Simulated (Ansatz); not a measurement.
# CH3+ (triplet): B3LYP, wB97M-V over a scan of the distance C1–H3, cc-pVDZ

Aim: run CH3+ (triplet) with these functionals over a scan of the distance C1–H3, and hold them against the top wave-function level at the same points.

Program: Ansatz 0.2.0, Gaussian basis. Level of theory: cc-pVDZ, all electrons in the functionals. These are calculated values, not measurements.

Plan: B3LYP, wB97M-V, at 0.860 Å; 0.982 Å; 1.083 Å; 1.199 Å; 1.341 Å; 1.462 Å; 1.760 Å; 2.041 Å; 2.351 Å; 2.862 Å; 3.603 Å.

14 further runs of the same task are left out: 11 that didn't finish, 3 set aside as unsound or not needed.

### Step 1. What is computed

The geometry derives from a PBE0/def2-TZVP stationary point (not a proven minimum). One bond is set to the value named and the two fragments are kept rigid.

4 atoms, charge 1, spin multiplicity 3.

Atoms are counted from 1 here; the program's logs count them from 0.

Bond lengths: C1–H2 1.170 Å, C1–H3 1.083 Å, C1–H4 1.170 Å. Angles: H2–C1–H3 144.3°, H2–C1–H4 71.5°, H3–C1–H4 144.3°.

Coordinates:

```
C     0.0000    0.0000    0.0548
H     0.0000    0.6835   -0.8953
H     0.0000    0.0000    1.1377
H     0.0000   -0.6835   -0.8953
```

No dispersion term is added; wB97M-V holds VV10 nonlocal correlation. B3LYP takes the VWN-RPA correlation.

The geometry shown and the zero of energy belong to the point 1.083 Å. The yardstick, FCI, and other wave-function levels (R restricted, U unrestricted, valence and pair active spaces) come from earlier runs.

### Step 2. B3LYP, 0.860 Å

Contents of in.yaml:

```yaml
crystal:
  periodic: [false, false, false]
  atoms:
    - {symbol: C, position_ang: [0.000000, 0.000000, 0.069728]}
    - {symbol: H, position_ang: [0.000000, 0.683459, -0.880307]}
    - {symbol: H, position_ang: [0.000000, 0.000000, 0.929728]}
    - {symbol: H, position_ang: [0.000000, -0.683459, -0.880307]}
basis:
  gaussian: {orbitals: cc-pVDZ}
total_charge: 1
magnetization: {spin_polarized: true, initial_magnetization: 2}
hamiltonian: {xc: {name: B3LYP}}
```

Command:

```
$ ansatz run in.yaml --threads 1 --pin off --events-out ev --progress --plain --max-ram 2393MiB
```

The runs that follow: B3LYP, 0.982 Å; B3LYP, 1.083 Å; B3LYP, 1.199 Å; B3LYP, 1.341 Å; B3LYP, 1.462 Å; B3LYP, 1.760 Å; B3LYP, 2.041 Å; B3LYP, 2.351 Å; B3LYP, 2.862 Å; B3LYP, 3.603 Å; wB97M-V, 0.860 Å; wB97M-V, 0.982 Å; wB97M-V, 1.083 Å; wB97M-V, 1.199 Å; wB97M-V, 1.341 Å; wB97M-V, 1.462 Å; wB97M-V, 1.760 Å; wB97M-V, 2.041 Å; wB97M-V, 2.351 Å; wB97M-V, 2.862 Å; wB97M-V, 3.603 Å.

Q: Predict the results of all the runs planned. Wanted: span of the FCI curve; largest miss, B3LYP; largest miss, wB97M-V.

The runs gave:

```
             quantity                value
span of the FCI curve             4.287 eV
  largest miss, B3LYP  -0.082 eV (0.860 Å)
largest miss, wB97M-V  +0.292 eV (3.603 Å)
```

What this shows: Of the functionals, B3LYP keep the smallest largest miss at the points compared (at most 0.082 eV) and wB97M-V strays most (0.292 eV, at 3.603 Å). Functionals and the yardstick converge differently with the basis, so part of each miss in cc-pVDZ is the basis.
